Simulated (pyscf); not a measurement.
**Concerted two-bond exchange: methyltrichlorosilane (H₃C–Si(Cl)(Cl)–Cl) -> Cl–CH₂–SiH(Cl)–Cl**

Gas phase, singlet surface, charge 0. Bonds broken: C1–H6, Si2–Cl3. Bonds formed: C1–Cl3, Si2–H6. Optimised with ωB97X-D3(BJ)/def2-SVP in PySCF.

Transition state (Å):

```xyz
8

C      0.1985     0.1276    -1.0246
Si    -1.2725     0.0814    -0.0012
Cl    -1.0029    -2.0483    -0.7424
Cl    -3.1339     0.4313    -0.7717
Cl    -1.1773    -0.2879     2.0076
H     -0.7569     1.6054     0.0300
H      1.2049     0.0307    -0.5923
H      0.1544     0.4168    -2.0845
```

One imaginary mode, 756i cm⁻¹; descent along it reached the two sides named.

```tsv
bond	change	reactant side (Å)	saddle	product side
C1–H6	breaks	1.101	2.052	2.8
Si2–Cl3	breaks	2.047	2.271	3.0
C1–Cl3	forms	3.2	2.502	1.782
Si2–H6	forms	2.452	1.609	1.480
```

Electronic energies relative to the reactant's lowest minimum found (kcal/mol):

```tsv
level	barrier	reaction energy	reverse barrier
ωB97X-D3(BJ)/def2-TZVP	107.4	+44.2	63.2
PBE/def2-TZVP	96.1	+42.2	53.9
r²SCAN/def2-TZVP	100.0	+44.7	55.3
B3LYP-D3(BJ)/def2-TZVP	100.2	+42.7	57.6
PBE0-D3(BJ)/def2-TZVP	103.5	+43.4	60.1
M06-2X/def2-TZVP	107.9	+43.3	64.6
ωB97M-D3(BJ)/def2-TZVP	106.0	+43.9	62.1
HF/def2-TZVP	110.9	+43.2	67.7
```

With ωB97M-D3(BJ)/def2-TZVP energies and thermal terms (ideal gas, 1 atm, RRHO with modes under 100 cm⁻¹ raised to 100, one conformer, R ln 2 for rigid chiral ones), in kcal/mol:

```tsv
T (K)	ΔH‡	ΔG‡	ΔH	ΔG
298	102.0	101.8	+42.9	+42.3
600	101.9	101.7	+42.7	+41.9
900	101.7	101.6	+42.8	+41.4
1200	101.5	101.6	+42.9	+40.9
```

The same reactants have a lower exit, to CH₃• + Cl–Si•(Cl)–Cl (no saddle counted: cutting one bond costs +99.0 kcal/mol at ωB97M-D3(BJ), against +106.0 kcal/mol here). One saddle was located; it need not be the lowest between these sides.
